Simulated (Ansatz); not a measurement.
**Forces away from equilibrium**

CH3OSi (SMILES C=[SiH][O-]) (charge -1), singlet, displaced at random from a GFN2-xTB minimum.

C1  (-0.554, 0.364, -0.678)
Si2  (0.508, -0.509, 0.475)
O3  (0.721, -1.869, 0.950)
H4  (-1.131, -0.114, -1.478)
H5  (-0.457, 1.334, -0.827)
H6  (1.014, 0.603, 1.462)
(Å)

Ansatz 0.2.0; basis: def2-TZVPPD; cores frozen in the correlated methods.

CCSD(T) forces from the calculation:
```json
{"atom": "C1", "Fx": "0.030", "Fy": "-5.383", "Fz (eV/Å)": "0.735"}
{"atom": "Si2", "Fx": "-1.861", "Fy": "7.488", "Fz (eV/Å)": "-1.646"}
{"atom": "O3", "Fx": "1.003", "Fy": "-6.107", "Fz (eV/Å)": "1.682"}
{"atom": "H4", "Fx": "0.129", "Fy": "-0.167", "Fz (eV/Å)": "0.164"}
{"atom": "H5", "Fx": "0.660", "Fy": "4.645", "Fz (eV/Å)": "-0.362"}
{"atom": "H6", "Fx": "0.038", "Fy": "-0.476", "Fz (eV/Å)": "-0.572"}
```

(1) Which atom feels the largest CCSD(T) force, and how large is it?

The T1 diagnostic stays at or below 0.017. These are differences at one structure, and CCSD(T) in triple zeta is itself an approximation.

Results:

(1) Si2, 7.89 eV/Å, along (-0.24, 0.95, -0.21).

Root-mean-square difference of the force components from those of CCSD(T): PBE0-D4 0.180; wB97M-V 0.178; r2SCAN-D4 0.109; PBE-D4 0.146; CAM-B3LYP-D4 0.249; HSE06-D4 0.174 eV/Å.

For scale, one of the runs: CCSD(T)/def2-TZVPPD forces, 176 basis functions (an equivalent command: `ansatz run in.yaml --threads 4`). Time: 79 s of wall clock on 4 CPU threads; the host was shared. Peak host memory: 3.1 GiB.
